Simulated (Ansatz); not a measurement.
**BHS+ (doublet): from Hartree-Fock to the top rungs, def2-QZVPP**

An exercise on one series of results from a longer session: the logs are not shown, and one member is left open.

The runs use Ansatz 0.2.0, Gaussian basis; def2-QZVPP, core rule «outside noble gas», up to 6 orbitals frozen.

Plan: UHF; ROHF; CCSD(T) on UHF.

2 further runs of the same task are left out: 2 set aside as unsound or not needed.

### The geometry

The geometry is a PBE0/def2-TZVP stationary point (not a proven minimum) of the parent state, kept for this charge and spin.

3 atoms, charge 1, spin multiplicity 2.

Atoms are counted from 1 here; the program's logs count them from 0.

Bond lengths: B1–S2 1.769 Å, B1–H3 1.201 Å. Angles: S2–B1–H3 116.3°.

Geometry (Å):

```
B     0.0000   -0.1942    1.2660
S     0.0000    0.0402   -0.4877
H     0.0000    0.8027    1.9354
```

Set-up of the first run:

Contents of in.yaml:

```yaml
crystal:
  periodic: [false, false, false]
  atoms:
    - {symbol: B, position_ang: [0.000000, -0.194210, 1.266050]}
    - {symbol: S, position_ang: [0.000000, 0.040248, -0.487697]}
    - {symbol: H, position_ang: [0.000000, 0.802670, 1.935360]}
basis:
  gaussian: {orbitals: "def2-QZVPP.json"}
total_charge: 1
magnetization: {spin_polarized: true, initial_magnetization: 1}
hamiltonian: {xc: hf}
output: {orbitals: {seedname: orbitals}}
```

Command:

```sh
$ ansatz run in.yaml --threads 1 --pin off --events-out ev --progress --plain --max-ram 2393MiB
```

Among the steps run: UHF; ROHF; CCSD(T) on UHF.

One of the session's tables, all rows but one given; the rest of the session is left out.

| method | from UCCSD(T) (meV) |
| --- | --- |
| ROHF | ? |
| UHF | +7434.9 |
| UMP2 | +1160.0 |
| UCCSD | +387.8 |
| UCCSD(T) | 0 |

Q: Estimate the row for ROHF from the others.

As computed: from UCCSD(T) (meV): +7588.1. In the column «from UCCSD(T) (meV)» it is the highest.
